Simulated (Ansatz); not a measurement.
Frontier orbitals of formaldehyde (`C=O`).

```xyz
4

C     0.0045   -0.0014    0.0010
O    -1.1121    0.3463   -0.2464
H     0.2924   -0.3877    0.9996
H     0.8151    0.0429   -0.7542
```

Total charge 0; spin multiplicity 1. Geometry: relaxed with PBE0-D4/def2-TZVP. Basis def2-TZVPP, the Gaussian-basis code of Ansatz.

| functional | HOMO (eV) | LUMO (eV) | gap (eV) |
| --- | --- | --- | --- |
| PBE | -6.18 | -2.52 | 3.66 |
| revPBE | -6.15 | -2.42 | 3.73 |
| PBE0 | -7.82 | -1.25 | 6.57 |
| r2SCANh | -7.11 | -1.77 | 5.34 |
| ωB97M-V | -10.23 | 1.12 | 11.35 |

Question: What is the vertical ionisation energy at frozen-core CCSD(T)/CBS(def2)? (An estimate is asked.)

Answer: Ansatz gave: 11.00 eV (T1 of the cation 0.039).

From PBE to PBE0 the HOMO moves by −1.63 eV and the LUMO by +1.26 eV, and with ωB97M-V by −4.04 and +3.64 eV, so the gap grows from 3.67 to 11.35 eV with exact exchange. A positive LUMO is unbound and depends on the basis. −ε(HOMO) differs from that ionisation energy by −4.81 eV with PBE and −0.77 eV with ωB97M-V.
